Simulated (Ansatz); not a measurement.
# AlFHO−: functionals against CCSD(T) at one geometry

One table from this session's results is given with a row withheld; the runs are named, their logs left out.

The runs use Ansatz 0.2.0, Gaussian basis; single points in def2-TZVPPD.

Correlated methods freeze the cores. B3LYP uses VWN-RPA correlation.

## Starting geometry

4 atoms, charge -1, spin multiplicity 1.

Atoms are counted from 1 here; the program's logs count them from 0.

Bond lengths: O1–Al2 1.624 Å, Al2–F3 1.774 Å, Al2–H4 1.585 Å. Angles: O1–Al2–F3 122.3°, O1–Al2–H4 136.3°, F3–Al2–H4 101.4°.

As a file:

```xyz
4

O    -0.1944   -1.0764    1.3155
Al    0.0568   -0.0159    0.1113
F    -1.0618    0.1493   -1.2551
H     1.1675    1.0516   -0.2621
```

Set-up of the first run:

The input, run/in.yaml:

```yaml
crystal:
  periodic: [false, false, false]
  atoms:
    - {symbol: O, position_ang: [-0.194400, -1.076400, 1.315500]}
    - {symbol: Al, position_ang: [0.056800, -0.015900, 0.111300]}
    - {symbol: F, position_ang: [-1.061800, 0.149300, -1.255100]}
    - {symbol: H, position_ang: [1.167500, 1.051600, -0.262100]}
basis:
  gaussian: {orbitals: "def2-TZVPPD.json"}
total_charge: -1
correlation: {method: ccsd_t}
output: {forces: true}
```

The basis file named in the input lies beside it (Basis Set Exchange, JSON).

No record of the launch command was kept for these runs.

Steps of the session up to this table: CCSD(T)/def2-TZVPPD; PBE0-D4/def2-TZVPPD; wB97M-V/def2-TZVPPD; r2SCAN-D4/def2-TZVPPD; PBE-D4/def2-TZVPPD; B97M-V/def2-TZVPPD; B3LYP-D4/def2-TZVPPD.

One of the session's tables, all rows but one given; the rest of the session is left out.

| method | RMS force component (eV/Å) | angle to CCSD(T) forces (°) |
| --- | --- | --- |
| CCSD(T) | 0.686 | reference |
| PBE0-D4 | 0.625 | 17.4 |
| wB97M-V | 0.585 | 14.4 |
| r2SCAN-D4 | 0.644 | 10.0 |
| PBE-D4 | 0.624 | 12.4 |
| B97M-V | ? | ? |
| B3LYP-D4 | 0.590 | 10.2 |

Estimate the missing values for B97M-V.

The run gave: RMS force component (eV/Å): 0.678; angle to CCSD(T) forces (°): 21.3. In the column «RMS force component (eV/Å)» it lies between r2SCAN-D4 (0.644) and CCSD(T) (0.686).
